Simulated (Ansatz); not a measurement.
Ansatz (a program for electronic structure) input (BLYP/def2-TZVPD):

Ansatz 0.2 input:
```yaml
crystal:
  periodic: [false, false, false]
  atoms:
    - {symbol: C, position_ang: [1.22575544, 0.17309225, 0.00894148]}
    - {symbol: C, position_ang: [-0.03107836, 0.64387051, -0.00922939]}
    - {symbol: H, position_ang: [1.47813325, -0.91357007, 0.02636841]}
    - {symbol: H, position_ang: [2.10642756, 0.82312597, 0.00806544]}
    - {symbol: C, position_ang: [-1.09160938, -0.43922734, -0.00400391]}
    - {symbol: H, position_ang: [-0.69725428, -1.48823368, 0.01421419]}
    - {symbol: H, position_ang: [-1.76093960, -0.33173915, 0.86187210]}
    - {symbol: H, position_ang: [-1.74477312, -0.35599558, -0.88476921]}
basis:
  gaussian:
    orbitals: def2-TZVPD
hamiltonian:
  xc: {name: BLYP}
total_charge: -1
output: {forces: true}
```

End of the output:

```
mean field evaluation 8: about -3189.9977 eV, gradient 2.2e-1 eV
mean field evaluation 16: about -3189.9682 eV, gradient 8.2e-3 eV
mean field -3189.96816103 eV, -117.2291676797 hartree, gradient 3.2e-5 eV, S^2 0.000000; 0 other end points of the search recorded, 0 dependent functions left out
the calculation of the forces begins
reference -3189.96850015 eV, -117.2291801422 hartree; 12, 12 occupied and 144, 144 virtual orbitals, 777 factors
Total energy: -3189.96850015 eV, -117.2291801422 hartree
Atom 0 at     1.225755     0.173092     0.008941 Å, force     0.300865     0.221861    -0.000296 eV/Å
Atom 1 at    -0.031078     0.643871    -0.009229 Å, force    -0.127102    -0.059459    -0.000351 eV/Å
Atom 2 at     1.478133    -0.913570     0.026368 Å, force     0.023460    -0.235308     0.003485 eV/Å
Atom 3 at     2.106428     0.823126     0.008065 Å, force     0.142307     0.093006     0.000026 eV/Å
Atom 4 at    -1.091609    -0.439227    -0.004004 Å, force    -0.190324     0.159144    -0.003972 eV/Å
Atom 5 at    -0.697254    -1.488234     0.014214 Å, force     0.133184    -0.202654     0.004047 eV/Å
Atom 6 at    -1.760940    -0.331739     0.861872 Å, force    -0.142561     0.013754     0.146126 eV/Å
Atom 7 at    -1.744773    -0.355996    -0.884769 Å, force    -0.139829     0.009655    -0.149064 eV/Å
Dipole moment:    -0.125347    -0.457005     0.005186 e Å
```

It need not be the lowest isomer of its formula. Whether it binds its extra electron was not tested at this geometry.
